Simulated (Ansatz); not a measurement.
Basis-set extrapolation for CH₄BN, SMILES `BN=C` (PBE0-D4/def2-TZVP geometry, frozen core, Ansatz 0.2.0). Multiplicity 1, RHF reference.

|  | def2-TZVPP | def2-QZVPP |
| --- | --- | --- |
| HF | -119.365133 | -119.370860 |
| MP2 correlation | -0.465963 | -0.496665 |
| CCSD(T) correlation | -0.514609 | not run |

Energies in hartree. Use E(X) = E(∞) + A·exp(−7.88·√X) for Hartree–Fock and E(X) = E(∞) + B·X^(−2.97) for correlation, with X = 3 and 4, and add CCSD(T) minus MP2 of the smaller set to the MP2 limit.

Problem. What is the CCSD(T) energy at the basis-set limit?

Solution. HF limit: -119.370860 + (-0.005727) × 0.13774 = -119.37165. MP2 limit: -0.496665 + (-0.030702) × 0.74074 = -0.51941. Higher-order term: -0.514609 − (-0.465963) = -0.04865. Total: -119.93971 hartree, 1.63 eV below CCSD(T)/def2-TZVPP.
